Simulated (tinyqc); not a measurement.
Ways to converge the cycle: SCF convergence aids in the sto-6g basis, for CH3, spin multiplicity 2. Computed by the program tinyqc with PySCF. UHF with one setting changed at a time; a run stops when the energy changes by less than 1e-09 hartree and the error matrix is below 1e-5. The start is random orbitals. Damping d keeps d of the old density; a shift (hartree) raises the virtual levels; DIIS n extrapolates F over n matrices.

Geometry (angstrom):
```
atom        x        y       z
C      0.0000   0.0000  0.0110
H      1.2500   0.0000  0.0000
H     -0.6250   1.0830  0.0000
H     -0.6250  -1.0830  0.0000
```

lowest solution found by these runs and by PySCF with stability checks = -39.398538 hartree

Largest element of the error matrix X^T (FDS - SDF) X:
```
iteration    plain  damping 0.3  damping 0.6  shift 0.4   DIIS 3   DIIS 8
1          5.0e+00      5.0e+00      5.0e+00    5.0e+00  5.0e+00  5.0e+00
2          2.5e-01      1.4e+00      2.8e+00    2.5e-01  2.5e-01  2.5e-01
3          1.2e-01      4.3e-01      1.7e+00    1.1e-01  1.2e-01  1.2e-01
4          5.6e-02      1.5e-01      1.0e+00    8.0e-02  6.3e-02  6.3e-02
5          3.2e-02      8.4e-02      6.1e-01    7.6e-02  2.4e-02  2.3e-02
6          1.8e-02      6.3e-02      3.8e-01    8.9e-02  8.1e-03  9.5e-03
8          5.6e-03      3.2e-02      1.5e-01    1.1e-01  1.7e-03  1.5e-03
10         3.0e-03      1.6e-02      6.0e-02    8.0e-02  2.2e-04  1.0e-04
14         8.7e-04      3.7e-03      3.1e-02    2.6e-02  7.8e-06  7.2e-07
20         1.3e-04      1.1e-03      9.8e-03    3.3e-03        -        -
30         5.8e-06      1.4e-04      2.0e-03    3.4e-04        -        -
45               -            -      3.8e-04    1.3e-05        -        -
60               -            -      7.0e-05          -        -        -
```

How each run ends:
```
run          iterations  E (hartree)                                                        state
plain                30   -39.398538                                                 lowest found
damping 0.3          44   -39.398538                                                 lowest found
damping 0.6         >60   -39.398538  falls steadily but slowly, by a factor of about 0.89 a step
shift 0.4            47   -39.398538                                                 lowest found
DIIS 3               16   -39.398538                                                 lowest found
DIIS 8               14   -39.398538                                                 lowest found
```

What does the comparison show, and why?

5 of 6 runs reach the lowest solution found, in 14 to 47 iterations (fastest: DIIS 8). Not converged: damping 0.6. Plain steps already contract here, so damping only slows them. DIIS 3 and DIIS 8 gain by cancelling the error over several earlier matrices, much as a quasi-Newton step does.
